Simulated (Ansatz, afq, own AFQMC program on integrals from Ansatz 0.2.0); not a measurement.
Where AFQMC and coupled cluster stand for C₂H₈OSi, singlet

```yaml
atoms:
  - { symbol: C, position_ang: [-1.4715, -0.3196, -0.1298] }
  - { symbol: C, position_ang: [-0.1944, -0.5987, 0.6594] }
  - { symbol: Si, position_ang: [1.3614, 0.1397, -0.0929] }
  - { symbol: O, position_ang: [1.2692, 1.8039, -0.2264] }
  - { symbol: H, position_ang: [-1.4187, -0.7345, -1.1498] }
  - { symbol: H, position_ang: [-1.6546, 0.7631, -0.2248] }
  - { symbol: H, position_ang: [-2.3598, -0.7558, 0.3534] }
  - { symbol: H, position_ang: [-0.2846, -0.2118, 1.6897] }
  - { symbol: H, position_ang: [-0.0284, -1.6867, 0.7608] }
  - { symbol: H, position_ang: [1.5882, -0.4736, -1.4450] }
  - { symbol: H, position_ang: [2.5345, -0.1327, 0.7850] }
  - { symbol: H, position_ang: [0.7355, 2.1515, -0.9456] }
```

Basis def2-TZVP. Noble-gas cores (and the filled d shells of Ga–Kr and In–Xe) are frozen. Ansatz 0.2.0 and our own AFQMC program on the same integrals; the CISD trial comes from CCSD amplitudes, and released means the phaseless constraint is let go. Error bars are statistical, one sigma.

Determinant: RHF, the one that the program's search chose, which needn't be the lowest solution. The geometry is a PBE0/def2-SVP stationary point of this or a neighbouring charge and spin state.

No full CI on the walks' own integrals is used here. The released AFQMC energy serves as the reference, which it does only where one determinant dominates, the energy is flat over the last release times and near the phaseless one (40 meV or 2 meV an electron, half that with transition metals). On small molecules, where full CI could be run and the noise was under 10 meV, such values lay within 10 meV of it in 19 cases of 20, a flattering rate, since the rule was set on those same cases; what remains of the bias isn't in the error bar.

Cautions: the released value is read at 0.90 1/Eh with a noise of 19 meV, more than in the cases checked (meV from the phaseless value at times in 1/Eh: -9 ± 10 at 0.21, 2 ± 21 at 0.42, -3 ± 15 at 0.63, -20 ± 19 at 0.90).

* T1 diagnostic: 0.0103
* weight of the determinant in the CISD state: 0.791
* size of the correlated space: 26 electrons in 170 orbitals

Reference: AFQMC with the constraint released, correlation energy -21.199 ± 0.019 eV.

```tsv
level	E − E(reference) (kJ/mol)	share of correlation (%)
HF	2045.4 ± 1.8	0.00
MP2	202.1 ± 1.8	90.12
CCSD	76.6 ± 1.8	96.26
CCSD(T)	8.1 ± 1.8	99.61
ph-AFQMC/HF	-11.1 ± 4.9	100.54
ph-AFQMC/CISD	1.9 ± 2.1	99.91
```

Released energies are given only where the last usable release times agree within the noise; a slower fall can still hide under it.
